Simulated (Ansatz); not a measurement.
Z-matrix (Å, degrees):
```
C
C 1 1.495
H 1 1.091 2 110.8
H 1 1.093 2 111.2 3 120.7
H 1 1.093 2 111.2 3 -120.7
C 2 1.388 1 122.3 3 0.1
C 2 1.397 1 120.0 3 -179.9
C 6 1.388 2 122.0 1 -180.0
H 6 1.085 2 118.4 1 -0.0
C 7 1.387 2 121.0 1 -180.0
O 7 1.359 2 116.9 1 0.0
C 8 1.384 6 119.4 2 -0.0
H 8 1.083 6 120.2 2 180.0
H 10 1.087 7 119.6 2 180.0
H 11 0.961 7 109.1 2 -180.0
H 12 1.084 8 120.5 6 180.0
```

Total charge 0; spin multiplicity 1.

**Question.** List the CAM-B3LYP/def2-TZVPP orbital energies in eV (the Gaussian-basis code of Ansatz). (Estimate.)

**Answer.** Computed: Occupied: -523.30, -280.44, -278.91, -278.84, -278.81, -278.76, -278.59, -278.50, -31.29, -25.60, -23.34, -22.32, -20.77, -19.18, -17.98, -16.77, -15.33, -14.84, -13.75, -13.67, -13.12, -12.61, -12.45, -12.30, -11.32, -11.12, -10.93, -8.32, -7.59. Lowest empty: 0.98, 1.36, 1.77, 2.62, 2.66, 3.44, 3.85, 4.28.
